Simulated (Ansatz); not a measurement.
The same path of AlH₆NO (9 atoms, charge 0, multiplicity 1) was run 3 times with different band settings. Lost on the way: O7–H9. Made: N2–H9.

These are results of Ansatz, RKS PBE0/def2-SVP, not measurements.

Relaxed end points:

```xyz
9
Properties=species:S:1:pos:R:3
Al -0.009 0.139 0.228
N -0.005 0.016 2.090
H -0.754 -0.486 2.561
H 0.857 -0.186 2.593
H 1.399 0.014 -0.501
H -1.388 -0.295 -0.456
O -0.284 2.083 0.650
H -1.143 2.482 0.461
H -0.300 1.711 1.594
```

```xyz
9
Properties=species:S:1:pos:R:3
Al -0.175 0.455 0.117
N -0.011 0.122 2.134
H -0.706 -0.515 2.524
H 0.912 -0.170 2.456
H 1.303 0.135 -0.420
H -1.378 -0.516 -0.319
O -0.567 2.128 0.452
H -0.806 2.773 -0.214
H -0.199 1.065 2.490
```

Common settings: movable images 5; spring 5.0 eV/Å²; start path through a guess of the saddle point; force threshold 0.05 eV/Å; iteration limit 60; end points relaxed.

| run | climbing image | optimiser | largest step |
| --- | --- | --- | --- |
| 1 | yes | quadratic models (default) | default |
| 2 | yes | fire | 0.5 Å |
| 3 | from the first iteration | lbfgs | default |

What does each run give, and how far can it be trusted?

Run 1: converged after 10 iterations, highest image 0.024 eV above the first end. A vibrational analysis at the climbing image gives one clearly imaginary mode, 558i cm⁻¹: a first-order saddle point.
Run 2: converged after 55 iterations, highest image 0.025 eV above the first end. Another band between the same ends (5 images) ends at a top of the same energy, where a vibrational analysis finds 1 clearly imaginary mode.
Run 3: converged after 51 iterations, highest image 0.025 eV above the first end. Another band between the same ends (5 images) ends at a top of the same energy, where a vibrational analysis finds 1 clearly imaginary mode.
The orbitals stay closed-shell, which can raise the energy where a bond breaks towards radicals; this wasn't checked here.
